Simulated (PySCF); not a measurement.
These are r2SCAN-D4/def2-TZVP (PySCF 2.14.0) values and carry that method's errors. All species are isolated molecules in the gas phase. 

Reference species (SMILES): `[CH3][Ga][CH3]` (neutral, multiplicity 2).

```yaml
dipole_moment: 0.53 D
```

Changed species: `[SiH3]` (radical fragment; the reference has radical fragment).

**Question.** What does the change do to the dipole moment?

**Answer.** the dipole moment decreases by 0.48 D, to 0.05 D.
